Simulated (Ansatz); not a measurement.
Basis sets over 7 cases of the lowest harmonic wavenumber at PBE with Ansatz (elements up to F), each against its own reference: (a) the value in aug-cc-pVQZ; (b) the value in def2-QZVPP; (c) the value in def2-QZVPPD. By their distance from other large sets or by the extrapolation step the references are unsure by up to roughly 2 cm⁻¹ and lie short of the limit. Each level at its own minimum, unscaled; unrestricted open shells; no added dispersion term; no relativity. Cartesian d functions in some cases of 6-31+G*. 

Cases are drawn at random; left out are references unsure by over 17 cm⁻¹, runs with very soft modes, doubtful singlets, and cases whose largest runs show a restricted determinant unstable towards unrestricted orbitals, <S^2> over 0.1 too high or, where CCSD(T) ran, T1 over 0.025 (0.045 for open shells). Sets are drawn from those converged to one state in every case.

Cases (SMILES) and reference values:
- [BH2] (BH2), doublet: 944 cm⁻¹ (c)
- [B](F)F, doublet: 504 cm⁻¹ (b)
- C(=[N])=O, doublet: 472 cm⁻¹ (b)
- N([O])=O, doublet: 744 cm⁻¹ (b)
- [N+](#N)[O-]: 595 cm⁻¹ (b)
- O[O] (O-OH), doublet: 1115 cm⁻¹ (c)
- O (H2O): 1594 cm⁻¹ (a)

```
basis            functions over def2-SVP (largest species, mean of cases)  mean signed deviation (cm⁻¹)  mean absolute  largest  within 50 cm⁻¹
---------------  --------------------------------------------------------  ----------------------------  -------------  -------  --------------
pcseg-0                                                               0.6                           -47             54      152          4 of 7
3-21G                                                                 0.6                           -19             44       88          3 of 7
def2-SV(P)                                                            0.9                             3             11       23          7 of 7
cc-pVDZ                                                               1.0                            -2             11       32          7 of 7
6-31+G*                                                               1.2                            -2             19       37          7 of 7
6-311G**                                                              1.3                            -1              5       11          7 of 7
aug-pcseg-1                                                           1.7                            -9             12       14          7 of 7
pcseg-2                                                               2.2                            -2              2        5          7 of 7
cc-pVTZ                                                               2.2                             2              3       12          7 of 7
def2-TZVPP                                                            2.3                             1              2        5          7 of 7
jun-cc-pV(T+d)Z                                                       2.8                            -2              2        4          7 of 7
def2-TZVPPD                                                           2.9                            -1              2        4          7 of 7
aug-cc-pVTZ                                                           3.5                            -2              3        6          7 of 7
cc-pVQZ                                                               4.2                             1              2        6          7 of 7
```

Among the sets for which every case ran a larger relative (same family, alike in diffuse functions, listed or not), the smallest listed that holds all cases within 50 cm⁻¹ together with them is def2-SV(P), at 0.9 times the functions of def2-SVP. Inside, though some case ran no larger relative to test it: 6-311G**, pcseg-2, def2-TZVPPD, aug-cc-pVTZ, cc-pVQZ. Largest deviations of relatives not listed, over the cases that ran them: def2-SVP 20, 6-311+G** 31, 6-311++G(2d,2p) 11, def2-TZVP 11, 6-311++G(3df,3pd) 7, aug-pcseg-2 3, pcseg-3 1, def2-QZVPPD 0, def2-QZVP 2, def2-QZVPP 2, aug-cc-pVQZ 0 cm⁻¹. These figures hold for the cases listed.

Ansatz is an electronic-structure program.
